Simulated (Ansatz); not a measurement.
in.yaml

```yaml
crystal:
  periodic: [false, false, false]
  atoms:
    - {symbol: Pd, position_ang: [0.000000, 0.000000, 0.000000]}
    - {symbol: N, position_ang: [0.000000, 0.000000, 1.796800]}
basis:
  gaussian: {orbitals: def2-TZVPP}
total_charge: 1
magnetization: {spin_polarized: false, initial_magnetization: 2}
correlation: {method: ccsdt_q, electrons: outside_noble_gas}
```

```sh
$ ansatz run in.yaml --threads 2 --pin off --events-out ev --progress --plain --max-ram 24576MiB --backend cuda --devices 0, --max-vram 18GiB
```

The program prints:

```
1081 factors; integrals over basis functions are off by at most 1.6e-7 eV
mean field evaluation 1: about -4914.9752 eV, gradient 7.9e1 eV
mean field evaluation 2: about -4915.1414 eV, gradient 7.9e1 eV
mean field evaluation 4: about -4925.5460 eV, gradient 2.0e1 eV
mean field evaluation 8: about -4926.9801 eV, gradient 2.9e0 eV
mean field evaluation 16: about -4927.3476 eV, gradient 7.2e-1 eV
mean field evaluation 32: about -4928.4995 eV, gradient 7.0e-3 eV
mean field evaluation 64: about -4925.2780 eV, gradient 8.1e0 eV
mean field evaluation 96: about -4927.3599 eV, gradient 2.2e-6 eV
mean field evaluation 128: about -4927.3599 eV, gradient 3.3e-6 eV
mean field evaluation 160: about -4925.6301 eV, gradient 9.4e0 eV
...
cycle  20  -14.19636459 eV  change   -1.9e-5 eV  update   2.1e-5
cycle  21  -14.19635560 eV  change    9.0e-6 eV  update   1.3e-5
cycle  22  -14.19636239 eV  change   -6.8e-6 eV  update   8.1e-6
cycle  23  -14.19635740 eV  change    5.0e-6 eV  update   6.3e-6
cycle  24  -14.19635081 eV  change    6.6e-6 eV  update   4.8e-6
cycle  25  -14.19635605 eV  change   -5.2e-6 eV  update   3.1e-6
cycle  26  -14.19636381 eV  change   -7.8e-6 eV  update   2.0e-6
cycle  27  -14.19636437 eV  change   -5.6e-7 eV  update   1.2e-6
cycle  28  -14.19636728 eV  change   -2.9e-6 eV  update   8.2e-7
cycle  29  -14.19636661 eV  change    6.7e-7 eV  update   5.2e-7
perturbative correction -0.06826247 eV, -0.0025085994 hartree
Total energy: -4942.76408496 eV, -181.6432297964 hartree
```

Ran on 2 threads of AMD EPYC 7R13 with a shared H100 80 GB, shared host: 89 s wall, 1.2 GiB peak host memory.
